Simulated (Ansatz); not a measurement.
Conformers of C₂H₄ClF, SMILES `FCCCl`, each relaxed with PBE0-D4/def2-TZVP in Ansatz. CBS adds the triple-zeta coupled-cluster correction to the MP2 limit.

Not all of them had a frequency check.

Conformer A:

Cartesian coordinates in Å:
```
F -0.098 0.424 -1.705
C -0.080 0.688 -0.356
C -0.060 -0.585 0.438
Cl 1.472 -1.468 0.252
H 0.797 1.304 -0.138
H -0.989 1.249 -0.107
H -0.860 -1.252 0.118
H -0.182 -0.360 1.498
```

Conformer B:

Z-matrix (Å, degrees):
```
C
C 1 1.509
F 1 1.381 2 108.5
H 1 1.093 2 110.9 3 -119.1
H 1 1.093 2 110.9 3 119.1
Cl 2 1.776 1 109.1 3 179.9
H 2 1.089 1 111.1 3 61.0
H 2 1.089 1 111.1 3 -61.2
```

Question: Which is lowest in electronic energy at CCSD(T)/CBS (frozen core, def2 sets), and by how much? (Estimate.)

Answer: Ansatz gave: B; A lies 2.6 kJ/mol higher.

Question: Give the energies relative to B (kJ/mol) with PBE0-D4/def2-TZVPP, B2PLYP/def2-TZVPP, SCS-MP2/def2-TZVPP, MP2/def2-QZVPP, HF/CBS(def2), MP2/CBS(def2), CCSD/CBS(def2). (An estimate is asked.)

Answer: Ansatz gave: 
| level | A |
| --- | --- |
| PBE0-D4/def2-TZVPP | 1.2 |
| B2PLYP/def2-TZVPP | 2.2 |
| SCS-MP2/def2-TZVPP | 2.9 |
| MP2/def2-QZVPP | 2.5 |
| HF/CBS(def2) | 3.2 |
| MP2/CBS(def2) | 2.6 |
| CCSD/CBS(def2) | 2.6 |
